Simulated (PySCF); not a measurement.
## Si: ionisation energy

Si [Ne] 3s2 3p2 (3P) → Si⁺ [Ne] 3s2 3p1 (2P), as a difference of total energies. Computed with PySCF 2.14 in cc-pVTZ-DK, with scalar relativity by spin-free X2C-1e. Correlated levels: valence: [Ne] frozen. The calculations carry no spin-orbit coupling.

Q: Order these methods by the ionisation energy they give, lowest first.
A. BP86
B. UHF
C. CCSD(T) (valence)
D. MP2 (valence)

A: B (7.630 eV), D (8.031 eV), C (8.097 eV), A (8.245 eV).

Errors of the correlated levels include the incompleteness of this basis and the frozen core.

For comparison: 8.157 eV (measured; NIST levels, between the centres of gravity of the two terms).
